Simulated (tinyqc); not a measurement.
UKS/BLYP in the sto-6g basis, for LiH, spin multiplicity 3, step by step (part 1 of 2). Computed by tinyqc, a small Python program that keeps every step (integrals from PySCF). Settings: charge = 0, multiplicity = 3, basis = sto-6g, energy threshold = 1e-08, iteration cap = 50, orthogonalisation = symmetric, start = atomic densities, DIIS depth = 8, method = UKS, functional = blyp, grid = [40, 50]. Command: `OMP_NUM_THREADS=1 python tinyqc.py 25104 25105 out.jsonl` (the two numbers bound the seeds that draw the settings). One thread of a shared host (Intel(R) Xeon(R) Processor @ 2.60GHz), about 2 s of CPU time with the checks. Later iterations appear only in the table of the cycle.

## One-electron integrals

Geometry (angstrom):
```
atom         x         y         z
Li    0.000000  0.000000  0.000000
H     0.000000  0.000000  1.919000
```

Basis sto-6g: exponents (1/bohr^2) and contraction coefficients of normalised primitives:
```
element  l (shell)    exponent  coefficient
Li           s (1)  167.175846     0.009164
Li           s (1)   30.651508     0.049361
Li           s (1)    8.575187     0.168538
Li           s (1)    2.945808     0.370563
Li           s (1)    1.143944     0.416492
Li           s (1)    0.471139     0.130334
Li           s (2)    6.597564    -0.013253
Li           s (2)    1.305830    -0.046992
Li           s (2)    0.405851    -0.033785
Li           s (2)    0.156146     0.250242
Li           s (2)    0.067814     0.595117
Li           s (2)    0.031084     0.240706
Li           p (3)    6.597564     0.003760
Li           p (3)    1.305830     0.037679
Li           p (3)    0.405851     0.173897
Li           p (3)    0.156146     0.418036
Li           p (3)    0.067814     0.425860
Li           p (3)    0.031084     0.101708
H            s (1)   35.523221     0.009164
H            s (1)    6.513144     0.049361
H            s (1)    1.822143     0.168538
H            s (1)    0.625955     0.370563
H            s (1)    0.243077     0.416492
H            s (1)    0.100112     0.130334
```

Overlap, kinetic and nuclear-attraction integrals over the contracted functions; the nuclear repulsion is the sum of Za Zb / Rab.

nuclear repulsion = 0.82727026 hartree

overlap S, lower triangle:
```
           1Li 1s    1Li 2s   1Li 2px   1Li 2py   1Li 2pz     2H 1s
1Li 1s   1.000000
1Li 2s   0.235742  1.000000
1Li 2px  0.000000  0.000000  1.000000
1Li 2py  0.000000  0.000000  0.000000  1.000000
1Li 2pz  0.000000  0.000000  0.000000  0.000000  1.000000
2H 1s    0.034255  0.320221  0.000000  0.000000  0.440115  1.000000
```

kinetic energy T (hartree), lower triangle:
```
            1Li 1s    1Li 2s   1Li 2px   1Li 2py   1Li 2pz     2H 1s
1Li 1s    3.616742
1Li 2s   -0.110723  0.106524
1Li 2px   0.000000  0.000000  0.320007
1Li 2py   0.000000  0.000000  0.000000  0.320007
1Li 2pz   0.000000  0.000000  0.000000  0.000000  0.320007
2H 1s    -0.011454  0.023803  0.000000  0.000000  0.080484  0.768522
```

nuclear attraction V (hartree), lower triangle:
```
            1Li 1s     1Li 2s    1Li 2px    1Li 2py    1Li 2pz      2H 1s
1Li 1s   -8.342901
1Li 2s   -0.893366  -1.457554
1Li 2px   0.000000   0.000000  -1.430487
1Li 2py   0.000000   0.000000   0.000000  -1.430487
1Li 2pz  -0.011829  -0.103515   0.000000   0.000000  -1.511528
2H 1s    -0.137827  -0.539312   0.000000   0.000000  -0.752660  -2.066268
```

core Hamiltonian H = T + V (hartree), lower triangle:
```
            1Li 1s     1Li 2s    1Li 2px    1Li 2py    1Li 2pz      2H 1s
1Li 1s   -4.726159
1Li 2s   -1.004089  -1.351030
1Li 2px   0.000000   0.000000  -1.110480
1Li 2py   0.000000   0.000000   0.000000  -1.110480
1Li 2pz  -0.011829  -0.103515   0.000000   0.000000  -1.191521
2H 1s    -0.149281  -0.515509   0.000000   0.000000  -0.672176  -1.297746
```

## Two-electron integrals

Functions are numbered as in S; the eight-fold symmetry (ij|kl) = (ji|kl) = (kl|ij) leaves the list below.

Two-electron integrals (ij|kl) in chemists' order, unique and non-zero (hartree):
```
(11|11) 1.681247   (21|11) 0.242603   (21|21) 0.044507   (22|11) 0.397190
(22|21) 0.090279   (22|22) 0.290625   (31|31) 0.009437   (32|31) 0.014261
(32|32) 0.064236   (33|11) 0.397190   (33|21) 0.090279   (33|22) 0.290625
(33|33) 0.313125   (41|41) 0.009437   (42|41) 0.014261   (42|42) 0.064236
(43|43) 0.016875   (44|11) 0.397190   (44|21) 0.090279   (44|22) 0.290625
(44|33) 0.279374   (44|44) 0.313125   (51|51) 0.009437   (52|51) 0.014261
(52|52) 0.064236   (53|53) 0.016875   (54|54) 0.016875   (55|11) 0.397190
(55|21) 0.090279   (55|22) 0.290625   (55|33) 0.279374   (55|44) 0.279374
(55|55) 0.313125   (61|11) 0.034866   (61|21) 0.006284   (61|22) 0.012955
(61|33) 0.012771   (61|44) 0.012771   (61|51) 0.000843   (61|52) 0.001738
(61|55) 0.013325   (61|61) 0.000984   (62|11) 0.106761   (62|21) 0.024713
(62|22) 0.087167   (62|33) 0.082397   (62|44) 0.082397   (62|51) 0.004148
(62|52) 0.026559   (62|55) 0.096708   (62|61) 0.004270   (62|62) 0.046912
(63|31) 0.001817   (63|32) 0.008938   (63|53) 0.003779   (63|63) 0.002873
(64|41) 0.001817   (64|42) 0.008938   (64|54) 0.003779   (64|64) 0.002873
(65|11) 0.138135   (65|21) 0.032246   (65|22) 0.117201   (65|33) 0.109171
(65|44) 0.109171   (65|51) 0.006454   (65|52) 0.041088   (65|55) 0.133261
(65|61) 0.005780   (65|62) 0.068712   (65|65) 0.101656   (66|11) 0.275483
(66|21) 0.064817   (66|22) 0.251578   (66|33) 0.229753   (66|44) 0.229753
(66|51) 0.011571   (66|52) 0.093719   (66|55) 0.295226   (66|61) 0.011687
(66|62) 0.174383   (66|65) 0.263830   (66|66) 0.774999
```

## Orthogonalisation

S = U s U^T; symmetric (Loewdin) form X = U s^(-1/2) U^T, so that X^T S X = 1.

eigenvalues of S: 0.444278  0.806981  1.000000  1.000000  1.174882  1.573859

X, lower triangle:
```
            1Li 1s     1Li 2s   1Li 2px   1Li 2py    1Li 2pz     2H 1s
1Li 1s    1.022299
1Li 2s   -0.127147   1.073456
1Li 2px   0.000000   0.000000  1.000000
1Li 2py   0.000000   0.000000  0.000000  1.000000
1Li 2pz  -0.006689   0.069596  0.000000  0.000000   1.093641
2H 1s     0.015963  -0.202847  0.000000  0.000000  -0.273871  1.143757
```

## Starting guess

The start is atomic minimal-basis densities projected into this basis (PySCF's MINAO start) and scaled to the electron count of each spin; this density is not idempotent, so its energy is not variational and may lie below the converged one.

D(alpha) at the start, lower triangle:
```
            1Li 1s     1Li 2s   1Li 2px   1Li 2py   1Li 2pz     2H 1s
1Li 1s    1.556528
1Li 2s   -0.166958   0.762180
1Li 2px   0.000000   0.000000  0.000000
1Li 2py   0.000000   0.000000  0.000000  0.000000
1Li 2pz   0.003823  -0.002523  0.000000  0.000000  0.002927
2H 1s    -0.011743   0.070419  0.000000  0.000000  0.043864  0.674179
```

D(beta) at the start, lower triangle:
```
            1Li 1s     1Li 2s   1Li 2px   1Li 2py   1Li 2pz     2H 1s
1Li 1s    0.518843
1Li 2s   -0.055653   0.254060
1Li 2px   0.000000   0.000000  0.000000
1Li 2py   0.000000   0.000000  0.000000  0.000000
1Li 2pz   0.001274  -0.000841  0.000000  0.000000  0.000976
2H 1s    -0.003914   0.023473  0.000000  0.000000  0.014621  0.224726
```

## Iteration 1: exchange-correlation on the grid

Becke grid with 40 radial and 50 angular points per atom, points of zero weight dropped. rho = sum D_ij phi_i phi_j; V_xc,ij = sum w v_xc phi_i phi_j plus the gradient terms; v_xc is d(rho eps)/d rho(s) for spin s at fixed gradient.

The 12 grid points with the largest w rho, of 3977 (bohr, atomic units):
```
x                  y          z         w  rho(alpha)  rho(beta)     eps_xc  v_xc(alpha)
0.000000    0.376366   0.376366  0.009747    0.541020   0.180340  -0.841710    -0.956417
-0.376366   0.000000   0.376366  0.009747    0.541020   0.180340  -0.841710    -0.956417
0.000000   -0.376366   0.376366  0.009747    0.541020   0.180340  -0.841710    -0.956417
0.376366    0.000000   0.376366  0.009747    0.541020   0.180340  -0.841710    -0.956417
0.376366   -0.376366   0.000000  0.009747    0.540522   0.180174  -0.841644    -0.956041
-0.376366  -0.376366   0.000000  0.009747    0.540522   0.180174  -0.841644    -0.956041
0.376366    0.376366   0.000000  0.009747    0.540522   0.180174  -0.841644    -0.956041
-0.376366   0.376366   0.000000  0.009747    0.540522   0.180174  -0.841644    -0.956041
0.000000   -0.376366  -0.376366  0.009747    0.540156   0.180052  -0.841570    -0.955779
0.000000    0.376366  -0.376366  0.009747    0.540156   0.180052  -0.841570    -0.955779
-0.376366   0.000000  -0.376366  0.009747    0.540156   0.180052  -0.841570    -0.955779
0.376366    0.000000  -0.376366  0.009747    0.540156   0.180052  -0.841570    -0.955779
```

electrons on the grid, sum of w rho = 4.000357

E_xc = sum of w rho eps_xc = -2.32584296 hartree

V_xc(alpha) (hartree), lower triangle:
```
            1Li 1s     1Li 2s    1Li 2px    1Li 2py    1Li 2pz      2H 1s
1Li 1s   -1.227496
1Li 2s   -0.137974  -0.199214
1Li 2px   0.000000   0.000000  -0.190455
1Li 2py   0.000000   0.000000   0.000000  -0.190455
1Li 2pz  -0.000190  -0.016770   0.000000   0.000000  -0.216759
2H 1s    -0.020826  -0.099083   0.000000   0.000000  -0.145895  -0.466871
```

V_xc(beta) (hartree), lower triangle:
```
            1Li 1s     1Li 2s    1Li 2px    1Li 2py    1Li 2pz      2H 1s
1Li 1s   -0.934765
1Li 2s   -0.112123  -0.176873
1Li 2px   0.000000   0.000000  -0.169813
1Li 2py   0.000000   0.000000   0.000000  -0.169813
1Li 2pz  -0.000198  -0.013600   0.000000   0.000000  -0.190981
2H 1s    -0.016830  -0.082717   0.000000   0.000000  -0.120661  -0.372349
```

## Iteration 1: building the Kohn-Sham matrix

J_ij = sum D_kl (ij|kl) with D = D(alpha) + D(beta); F = H + J + V_xc; E = tr D H + tr D J / 2 + E_xc + E_nn.

Coulomb J (hartree), lower triangle:
```
           1Li 1s    1Li 2s   1Li 2px   1Li 2py   1Li 2pz     2H 1s
1Li 1s   4.069135
1Li 2s   0.642252  1.336417
1Li 2px  0.000000  0.000000  1.314927
1Li 2py  0.000000  0.000000  0.000000  1.314927
1Li 2pz  0.011909  0.093697  0.000000  0.000000  1.379400
2H 1s    0.094729  0.472857  0.000000  0.000000  0.653509  1.559065
```

F(alpha) (hartree), lower triangle:
```
            1Li 1s     1Li 2s   1Li 2px   1Li 2py    1Li 2pz      2H 1s
1Li 1s   -1.884520
1Li 2s   -0.499810  -0.213827
1Li 2px   0.000000   0.000000  0.013992
1Li 2py   0.000000   0.000000  0.000000  0.013992
1Li 2pz  -0.000110  -0.026589  0.000000  0.000000  -0.028880
2H 1s    -0.075378  -0.141735  0.000000  0.000000  -0.164562  -0.205551
```

F(beta) (hartree), lower triangle:
```
            1Li 1s     1Li 2s   1Li 2px   1Li 2py    1Li 2pz      2H 1s
1Li 1s   -1.591789
1Li 2s   -0.473959  -0.191486
1Li 2px   0.000000   0.000000  0.034634
1Li 2py   0.000000   0.000000  0.000000  0.034634
1Li 2pz  -0.000118  -0.023418  0.000000  0.000000  -0.003101
2H 1s    -0.071382  -0.125369  0.000000  0.000000  -0.139328  -0.111029
```

total energy of this density = -8.03154193 hartree

This density is the starting one; it is not idempotent, so its energy is not variational and may lie below the converged one.

## Iteration 1: diagonalisation and new density

Diagonalise F' = X^T F X, C = X C', fill 3 alpha and 1 beta electrons from the bottom; D(s) = C_occ C_occ^T. Each column has its largest component positive (the first on a tie).

F' = X^T F X (alpha) (hartree), lower triangle:
```
           1          2         3         4          5          6
1  -1.844972
2  -0.272039  -0.090512
3   0.000000   0.000000  0.013992
4   0.000000   0.000000  0.000000  0.013992
5  -0.003665   0.026074  0.000000  0.000000   0.049045
6  -0.001450  -0.105527  0.000000  0.000000  -0.155010  -0.113949
```

orbital energies (alpha) (hartree): MO1 -1.886355, MO2 -0.239943, MO3 -0.045217, MO4 0.013992, MO5 0.013992, MO6 0.171126

coefficients C (alpha):
```
               MO1        MO2        MO3        MO4       MO5        MO6
1Li 1s    0.991672  -0.107944  -0.235013   0.000000  0.000000  -0.106133
1Li 2s    0.033721   0.286545   0.916775   0.000000  0.000000   0.539208
1Li 2px   0.000000   0.000000   0.000000  -0.038352  0.999264   0.000000
1Li 2py   0.000000   0.000000   0.000000   0.999264  0.038352   0.000000
1Li 2pz   0.001853   0.246033  -0.444346   0.000000  0.000000   1.008942
2H 1s    -0.003660   0.751730  -0.218507   0.000000  0.000000  -0.900962
```

F' = X^T F X (beta) (hartree), lower triangle:
```
           1          2         3         4          5          6
1  -1.545310
2  -0.284793  -0.070238
3   0.000000   0.000000  0.034634
4   0.000000   0.000000  0.000000  0.034634
5  -0.005101   0.027553  0.000000  0.000000   0.071822
6   0.002317  -0.109691  0.000000  0.000000  -0.157765  -0.010442
```

orbital energies (beta) (hartree): MO1 -1.598588, MO2 -0.168399, MO3 -0.014699, MO4 0.034634, MO5 0.034634, MO6 0.227519

coefficients C (beta):
```
               MO1        MO2        MO3       MO4        MO5        MO6
1Li 1s    0.981573  -0.145064  -0.250406  0.000000   0.000000   0.119697
1Li 2s    0.070254   0.376015   0.869276  0.000000   0.000000  -0.559018
1Li 2px   0.000000   0.000000   0.000000  0.049601   0.998769   0.000000
1Li 2py   0.000000   0.000000   0.000000  0.998769  -0.049601   0.000000
1Li 2pz   0.004251   0.312663  -0.512514  0.000000   0.000000  -0.956816
2H 1s    -0.008899   0.657757  -0.197741  0.000000   0.000000   0.976096
```

D(alpha) after iteration 1, lower triangle:
```
            1Li 1s     1Li 2s   1Li 2px   1Li 2py   1Li 2pz     2H 1s
1Li 1s    1.050296
1Li 2s   -0.212945   0.923721
1Li 2px   0.000000   0.000000  0.000000
1Li 2py   0.000000   0.000000  0.000000  0.000000
1Li 2pz   0.079707  -0.336803  0.000000  0.000000  0.257979
2H 1s    -0.033422   0.014959  0.000000  0.000000  0.282036  0.612856
```

D(beta) after iteration 1, lower triangle:
```
            1Li 1s     1Li 2s   1Li 2px   1Li 2py    1Li 2pz     2H 1s
1Li 1s    0.963486
1Li 2s    0.068960   0.004936
1Li 2px   0.000000   0.000000  0.000000
1Li 2py   0.000000   0.000000  0.000000  0.000000
1Li 2pz   0.004173   0.000299  0.000000  0.000000   0.000018
2H 1s    -0.008735  -0.000625  0.000000  0.000000  -0.000038  0.000079
```

Within a degenerate level the vectors are fixed only up to a rotation; this is one choice.

## Iteration 2: exchange-correlation on the grid

As before.

The 12 grid points with the largest w rho, of 3977 (bohr, atomic units):
```
x                  y          z         w  rho(alpha)  rho(beta)     eps_xc  v_xc(alpha)
0.376366    0.000000   0.376366  0.009747    0.364556   0.346191  -0.805628    -0.874799
-0.376366   0.000000   0.376366  0.009747    0.364556   0.346191  -0.805628    -0.874799
0.000000    0.376366   0.376366  0.009747    0.364556   0.346191  -0.805628    -0.874799
0.000000   -0.376366   0.376366  0.009747    0.364556   0.346191  -0.805628    -0.874799
0.376366    0.376366   0.000000  0.009747    0.358425   0.345849  -0.804386    -0.870611
-0.376366  -0.376366   0.000000  0.009747    0.358425   0.345849  -0.804386    -0.870611
-0.376366   0.376366   0.000000  0.009747    0.358425   0.345849  -0.804386    -0.870611
0.376366   -0.376366   0.000000  0.009747    0.358425   0.345849  -0.804386    -0.870611
0.000000    0.376366  -0.376366  0.009747    0.355859   0.345484  -0.803169    -0.868853
-0.376366   0.000000  -0.376366  0.009747    0.355859   0.345484  -0.803169    -0.868853
0.376366    0.000000  -0.376366  0.009747    0.355859   0.345484  -0.803169    -0.868853
0.000000   -0.376366  -0.376366  0.009747    0.355859   0.345484  -0.803169    -0.868853
```

electrons on the grid, sum of w rho = 4.000158

E_xc = sum of w rho eps_xc = -2.19619288 hartree

V_xc(alpha) (hartree), lower triangle:
```
            1Li 1s     1Li 2s    1Li 2px    1Li 2py    1Li 2pz      2H 1s
1Li 1s   -1.106636
1Li 2s   -0.127739  -0.209126
1Li 2px   0.000000   0.000000  -0.193879
1Li 2py   0.000000   0.000000   0.000000  -0.193879
1Li 2pz   0.002806   0.010003   0.000000   0.000000  -0.239662
2H 1s    -0.019111  -0.097112   0.000000   0.000000  -0.143312  -0.456999
```

V_xc(beta) (hartree), lower triangle:
```
            1Li 1s     1Li 2s    1Li 2px    1Li 2py    1Li 2pz      2H 1s
1Li 1s   -1.090463
1Li 2s   -0.126523  -0.158739
1Li 2px   0.000000   0.000000  -0.155519
1Li 2py   0.000000   0.000000   0.000000  -0.155519
1Li 2pz   0.000117  -0.003541   0.000000   0.000000  -0.165131
2H 1s    -0.018754  -0.046967   0.000000   0.000000  -0.061880  -0.139235
```

## Iteration 2: building the Kohn-Sham matrix

As before.

Coulomb J (hartree), lower triangle:
```
           1Li 1s    1Li 2s   1Li 2px   1Li 2py   1Li 2pz     2H 1s
1Li 1s   4.034011
1Li 2s   0.640956  1.340436
1Li 2px  0.000000  0.000000  1.319507
1Li 2py  0.000000  0.000000  0.000000  1.319507
1Li 2pz  0.002765  0.040393  0.000000  0.000000  1.382296
2H 1s    0.093306  0.443222  0.000000  0.000000  0.606066  1.412599
```

F(alpha) (hartree), lower triangle:
```
            1Li 1s     1Li 2s   1Li 2px   1Li 2py    1Li 2pz      2H 1s
1Li 1s   -1.798783
1Li 2s   -0.490872  -0.219720
1Li 2px   0.000000   0.000000  0.015149
1Li 2py   0.000000   0.000000  0.000000  0.015149
1Li 2pz  -0.006258  -0.053119  0.000000  0.000000  -0.048887
2H 1s    -0.075086  -0.169399  0.000000  0.000000  -0.209422  -0.342145
```

F(beta) (hartree), lower triangle:
```
            1Li 1s     1Li 2s   1Li 2px   1Li 2py    1Li 2pz      2H 1s
1Li 1s   -1.782610
1Li 2s   -0.489656  -0.169334
1Li 2px   0.000000   0.000000  0.053508
1Li 2py   0.000000   0.000000  0.000000  0.053508
1Li 2pz  -0.008946  -0.066663  0.000000  0.000000   0.025644
2H 1s    -0.074729  -0.119254  0.000000  0.000000  -0.127990  -0.024381
```

total energy of this density = -7.90520687 hartree

## Iteration 2: DIIS over 2 matrices

error matrix X^T (FDS - SDF) X (alpha):
```
           1          2         3         4          5          6
1   0.000000   0.004016  0.000000  0.000000   0.007576  -0.008409
2  -0.004016   0.000000  0.000000  0.000000   0.009679   0.015096
3   0.000000   0.000000  0.000000  0.000000   0.000000   0.000000
4   0.000000   0.000000  0.000000  0.000000   0.000000   0.000000
5  -0.007576  -0.009679  0.000000  0.000000   0.000000   0.048744
6   0.008409  -0.015096  0.000000  0.000000  -0.048744   0.000000
```

B (overlaps of the stored error matrices):
```
                1               2
1   2.1011093e-02  -5.1632480e-03
2  -5.1632480e-03   9.7608675e-03
```

Minimise |sum c_i e_i|^2 with sum c_i = 1: solve [B -1; -1 0][c; lambda] = [0; -1] with B_ij = tr e_i^T e_j summed over both spins, and take F = sum c_i F_i.

DIIS coefficients: 0.363131  0.636869

extrapolated F(alpha) (hartree), lower triangle:
```
            1Li 1s     1Li 2s   1Li 2px   1Li 2py    1Li 2pz      2H 1s
1Li 1s   -1.829917
1Li 2s   -0.494118  -0.217580
1Li 2px   0.000000   0.000000  0.014729
1Li 2py   0.000000   0.000000  0.000000  0.014729
1Li 2pz  -0.004026  -0.043485  0.000000  0.000000  -0.041622
2H 1s    -0.075192  -0.159353  0.000000  0.000000  -0.193132  -0.292543
```

extrapolated F(beta) (hartree), lower triangle:
```
            1Li 1s     1Li 2s   1Li 2px   1Li 2py    1Li 2pz      2H 1s
1Li 1s   -1.713317
1Li 2s   -0.483956  -0.177378
1Li 2px   0.000000   0.000000  0.046654
1Li 2py   0.000000   0.000000  0.000000  0.046654
1Li 2pz  -0.005741  -0.050960  0.000000  0.000000   0.015206
2H 1s    -0.073514  -0.121475  0.000000  0.000000  -0.132107  -0.055846
```
